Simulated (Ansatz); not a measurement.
Relaxed structures of SiH₂O₂, singlet (PBE0-D4/def2-TZVP; forces vanish, vibrations not checked; lower isomers may exist, and structures with a doubtful reference or unclear bonds are left out; Å). Program: Ansatz 0.2.0. Basis: def2-TZVPP. Cores are frozen in the correlated methods.

Q: Rank them by CCSD(T) energy, lowest first, and give each one's height above the lowest. Links in brackets join atoms within 1.22 times the sum of their covalent radii (1.1 for two metals). (An estimate is asked for; the value comes from the calculation.)
A.
SiH₂O₂ ([O][SiH][OH])
```
5
angstrom
O 0.3291 -0.7738 1.5470
Si -0.2635 -0.3450 0.2242
O 0.3067 0.7618 -0.8072
H -1.4947 -0.8519 -0.4026
H 1.1224 1.2089 -0.5615
```
B.
SiH₂O₂ ([O]1[OH][SiH]1)
```
5
angstrom
O -0.8389 1.2691 -0.4137
Si -0.5912 -0.2455 0.4546
O 0.3409 0.6399 -1.0098
H -1.2987 -1.1481 -0.5577
H 1.0654 1.1891 -0.6737
```
C.
a complex of H₂O + SiO
```
5
angstrom
O 0.3695 -0.5363 1.7142
Si -0.6757 -1.1612 0.8004
O 0.2163 0.2625 -0.8882
H 0.7607 0.5892 -0.1553
H -0.2510 1.0186 -1.2574
```

A: The calculation gives: A (0.000 eV), C (1.091 eV), B (5.082 eV). Heights count from the lowest.

The T1 diagnostic stays at or below 0.020.

For scale, one of the runs: CCSD(T)/def2-TZVPP, 132 basis functions, launched by `ansatz run in.yaml --threads 2 --pin off --events-out ev --progress --plain --max-ram 4352MiB`. Hardware: 2 CPU threads of an Arm Neoverse V1, shared host. Wall time 11 s; peak host memory 0.66 GiB.
